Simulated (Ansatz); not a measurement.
## One arrangement of a pair

The pair of CH₄ (SMILES C, atoms 1–5) and C₂H₆ (SMILES CC, atoms 6–13), both closed shells, in one local arrangement (a lower one may exist), relaxed at PBE0-D4/def2-TZVP:

```xyz
13
angstrom
C -0.2891 -0.1837 -2.7593
H 0.7727 -0.2582 -2.5265
H -0.6673 0.7806 -2.4210
H -0.8281 -0.9827 -2.2511
H -0.4331 -0.2740 -3.8356
C 0.0976 0.0380 0.9738
C 0.2637 0.1915 2.4752
H 0.2077 -1.0038 0.6636
H -0.8881 0.3748 0.6446
H 0.8418 0.6221 0.4274
H 0.1553 1.2339 2.7842
H 1.2491 -0.1471 2.8038
H -0.4821 -0.3915 3.0207
```

Ansatz 0.2.0; basis: def2-TZVPPD, with def2-QZVPPD for the basis limit; cores frozen in the correlated methods. B3LYP uses VWN-RPA correlation. Extrapolation: Hartree–Fock as exp(−7.88 √X), correlation as X^−2.97. Interaction energies count from these two fragments, frozen as in the pair, with the counterpoise correction; negative means bound.

Q: What is the interaction energy by CCSD(T) at an estimated basis limit (MP2 extrapolated from triple and quadruple zeta, plus CCSD(T) − MP2 in triple zeta)? (To be estimated.)

A: Computed: -2.3 kJ/mol. Hartree–Fock alone gives 1.4 kJ/mol at the basis limit, so without correlation the pair would not bind at this distance. It counts from the two fragments frozen as in the pair.

The same quantity by other methods in triple zeta, and each one's difference from that estimate:
| method | E_int (kJ/mol) | difference |
| --- | --- | --- |
| PBE-D4 | -3.0 | -0.7 |
| revPBE-D4 | -2.6 | -0.2 |
| BLYP-D4 | -1.5 | 0.8 |
| r2SCAN-D4 | -2.3 | 0.1 |
| B97M-V | -2.1 | 0.3 |
| PBE0-D4 | -2.6 | -0.2 |
| B3LYP-D4 | -1.9 | 0.4 |
| HSE06-D4 | -2.6 | -0.2 |
| wB97X-V | -2.4 | -0.1 |
| wB97M-V | -2.1 | 0.3 |
| B2PLYP | 0.1 | 2.4 |
| HF | 1.4 | 3.8 |
| MP2 | -1.9 | 0.4 |
| CCSD | -1.6 | 0.7 |
| CCSD(T) | -2.1 | 0.3 |
Differences are method less estimate.

Basis-set superposition shift (counterpoise-corrected less uncorrected): CCSD(T) 0.8; MP2 0.8; HF 0.1; PBE0-D4 0.1; wB97M-V 0.1 kJ/mol.

No T1 diagnostic of these runs exceeds 0.008.

For scale, one of the runs: CCSD(T)/def2-TZVPPD, 281 basis functions, launched by `ansatz run in.yaml --threads 4 --pin off --events-out ev --progress --plain --max-ram 9574MiB`. The run took 85 s on 4 CPU threads of an Intel Xeon 6975P-C (shared host), with 2.9 GiB of host memory at its peak.
